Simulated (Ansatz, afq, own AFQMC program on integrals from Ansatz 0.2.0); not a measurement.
AFQMC on a folder of integrals that Ansatz 0.2.0 wrote.

```yaml
crystal:
  periodic: [false, false, false]
  atoms:
    - {symbol: O, position_ang: [-0.900673, -0.231644, 0.000000]}
    - {symbol: H, position_ang: [-1.149982, 0.694932, 0.000000]}
    - {symbol: H, position_ang: [0.289327, -0.231644, 0.000000]}
    - {symbol: S, position_ang: [1.761327, -0.231644, 0.000000]}
basis:
  gaussian: {orbitals: cc-pVTZ}
magnetization: {spin_polarized: true, initial_magnetization: 2}
correlation: {method: ccsd_t, electrons: outside_noble_gas, hamiltonian_folder: ham}
```

```sh
$ ansatz run in.yaml --threads 1 --pin off --events-out ev --progress --plain --max-ram 16896MiB --backend cuda --devices 0, --max-vram 18GiB
```

Options of the walk:

```
--method phaseless --trial cisd --walkers 1500 --populations 20 --least-time 60 --time-step 0.005 --steps-per-block 50 --equilibration-blocks 28 --max-blocks 4000 --target-error 0.00022 --factor-cut 1e-05 --start spin_pure --seed 254 --release-times 0.24,0.51,0.99,1.62,2.4 --release-step 0.03 --release-every 3 --taylor-order 6
```

Times are imaginary, in 1/Eh. The walk had a cap of 244 s. With eight or more populations the least sampling time is a fifth of least-time, and the error comes from their spread.

```
orbitals 86  electrons 8 6  factors 531 of 537
reference energy -473.49767748 Eh
CCSD correlation -0.42232587 Eh in 18 cycles, weight of the determinant in the CISD state 0.8521
energy of the start -473.915696 Eh
 block  time / (1/Eh)  mean weight  energy / Eh
     1     0.250  0.9993  -473.913967
     2     0.500  1.0000  -473.921345
     3     0.750  0.9998  -473.926093
     4     1.000  0.9996  -473.928943
     5     1.250  1.0009  -473.933407
    10     2.500  0.9989  -473.936502
    25     6.250  0.9998  -473.935708
    40    10.000  1.0003  -473.934593
    55    13.750  1.0000  -473.937817
    70    17.500  1.0003  -473.937289
    85    21.250  1.0006  -473.938388
    88    22.000  1.0011  -473.939612
   100    25.000  1.0004  -473.938173
   115    28.750  1.0008  -473.935109
   121    30.250  0.9998  -473.927955
   130    32.500  0.9995  -473.939084
   145    36.250  1.0004  -473.939439
   157    39.250  0.9999  -473.937736
error from the spread of 20 populations
released: time / (1/Eh)  energy / Eh  error  mean overlap
  0.24  -473.935682  0.001480  0.9987
  0.51  -473.937512  0.000212  0.9964
  0.99  -473.938604  0.000274  0.9845
  1.62  -473.938676  0.000320  0.9836
  2.40  -473.938007  0.000482  0.9896
energy -473.936670 +/- 0.000191 Eh
(rows thinned)
```

Estimate how long the walk took on 1 × NVIDIA H100 80GB HBM3 with 2 threads of AMD EPYC 7R13 Processor (Zen 3), on a shared host (the card was shared).

3.3 min of wall time.

The run passed its tests (sampling time, drift between the halves within three errors, error under three times the target), which doesn't prove that it has relaxed.

Against this walk (error 5.2 meV) on the same determinant: CCSD(T) 20.2 meV higher. The error is statistical and leaves out the bias of the constraint. None of these is a sure reference here. The released energies have errors that jump between times, so the bars are unsure (meV from the phaseless value at times in 1/Eh: 27 ± 40 at 0.24, -23 ± 6 at 0.51, -53 ± 7 at 0.99, -55 ± 9 at 1.62, -36 ± 13 at 2.40), so they give no level; they do show a bias of the constraint, and the last of them that isn't too noisy lies 75 meV below CCSD(T).

Cautions: constraint bias not in the error; lower spins were not checked; unrestricted determinant slightly spin contaminated (⟨S²⟩ 2.06 against 2.00).

A walk keeps the symmetry of its determinant, which the program's search chose and which needn't be the lowest solution, so a lower state of the same spin and another symmetry isn't excluded.
